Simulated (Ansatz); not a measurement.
## Dissociation curves of BNH6 (SMILES [H]B([H])([H])<-N)

The species is BNH6 (8 atoms), meant as a singlet with charge 0. As SMILES, `[H]B([H])([H])<-N`. The coordinates come from a GFN2-xTB relaxation.

```xyz
8

B    -0.0022    0.0030   -0.8307
N     0.0021   -0.0030    0.8280
H    -0.9561    0.0344    1.1535
H     0.5158    0.8072    1.1527
H     0.4496   -0.8541    1.1461
H     1.1434   -0.0321   -1.1528
H    -0.5450    1.0152   -1.1449
H    -0.6076   -0.9705   -1.1519
```

The B1–H7 distance is scanned; the parts on either side stay rigid. Basis STO-3G, 2 core orbitals frozen in the correlated methods; program Ansatz 0.2.0. FCI is exact within this basis and core. Energies in eV from each method's value at 1.191 Å; methods without a U are spin-restricted. The shape above is that at 1.191 Å.

```csv
distance (Å),HF,PBE0,B3LYP,CAM-B3LYP,MP2,CCSDT,FCI
1.191,0.00,0.00,0.00,0.00,0.00,0.00,0.00
1.488,1.19,1.00,0.96,1.01,1.01,0.89,0.89
1.786,3.19,2.68,2.57,2.70,2.76,2.44,2.44
2.381,7.06,5.79,5.54,5.91,5.89,4.90,4.91
2.977,9.67,7.76,7.43,8.05,7.44,5.78,5.79
```

Departure from the FCI curve at its largest: HF +3.88 eV at 2.98 Å; PBE0 +1.97 eV at 2.98 Å; B3LYP +1.64 eV at 2.98 Å; CAM-B3LYP +2.26 eV at 2.98 Å; MP2 +1.65 eV at 2.98 Å; CCSDT -0.01 eV at 2.98 Å. Restricted functionals keep the electrons paired too, and rise too high. Restricted Hartree–Fock keeps the electrons paired, so it rises far too high as the bond breaks.
